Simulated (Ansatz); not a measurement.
Mulliken charges of C2H2Cl2F2, SMILES `FC(F)C(Cl)Cl` from ωB97M-V/def2-TZVPP in Ansatz (PBE0-D4/def2-TZVP geometry).

| atom | x (Å) | y (Å) | z (Å) | charge (e) |
| --- | --- | --- | --- | --- |
| F1 | 0.408 | -1.138 | 1.315 | -0.179 |
| C2 | 0.673 | -0.311 | 0.282 | 0.244 |
| F3 | 1.287 | -1.040 | -0.672 | -0.179 |
| C4 | -0.640 | 0.231 | -0.272 | -0.063 |
| Cl5 | -0.310 | 1.248 | -1.670 | -0.049 |
| Cl6 | -1.487 | 1.118 | 0.992 | -0.049 |
| H7 | 1.341 | 0.487 | 0.617 | 0.116 |
| H8 | -1.273 | -0.595 | -0.592 | 0.159 |

Task: By hand: the dipole of these point charges (1 e Å = 4.8032 D).

Result: Σ q r = (-0.058, 0.145, -0.018) e Å, of length 0.157 e Å = 0.75 D.

Task: How does the dipole of the full density compare? (Best estimate.)

Result: Computed: (-0.031, 0.068, -0.010) e Å, 0.36 D; the point charges give 2.08 times that, at 3° from its direction.

Point charges leave out the atoms' own dipoles, such as those of lone pairs, and Mulliken's split depends on the basis, so the two needn't agree.
